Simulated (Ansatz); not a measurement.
Molecule (SMILES): OO (H2O2).
Atoms: O1, O2, H3, H4. Bonds: O1-O2, O1-H3, O2-H4.

Basis-set convergence of the harmonic zero-point energy at PBE0 with Ansatz (a quantum-chemistry and plane-wave program). Each level at its own minimum, finite differences of forces, unscaled; the reference is a large set that could be run, not a limit. Cartesian d functions, on some or all atoms, in 6-31G**, 6-31+G*; all else is spherical. The program fits the integrals of some runs and decomposes those of others, by size. No added dispersion term, no relativity. Reference: the value in aug-pcseg-2, 16.97 kcal/mol, itself unsure by roughly 0.02 kcal/mol (its mean distance from aug-cc-pVTZ, def2-TZVPPD).

| basis | functions | harmonic zero-point energy (kcal/mol) |
|---|---|---|
| STO-3G | 12 | 16.88 |
| def2-SV(P) | 32 | ? |
| pcseg-1 | 38 | ? |
| 6-31G** | 40 | 16.95 |
| 6-31+G* | 42 | 16.87 |
| 6-311G** | 48 | 16.98 |
| 6-311+G** | 56 | 16.96 |
| aug-cc-pVDZ | 64 | 16.93 |
| cc-pVTZ | 88 | 16.97 |
| def2-TZVPP | 90 | 16.98 |
| jun-cc-pV(T+d)Z | 106 | 16.96 |
| def2-TZVPPD | 114 | 16.98 |
| aug-cc-pVTZ | 138 | 16.93 |

### Question
Fill in the missing entries.

### Answer

- def2-SV(P), harmonic zero-point energy (kcal/mol): 16.62
- pcseg-1, harmonic zero-point energy (kcal/mol): 16.75
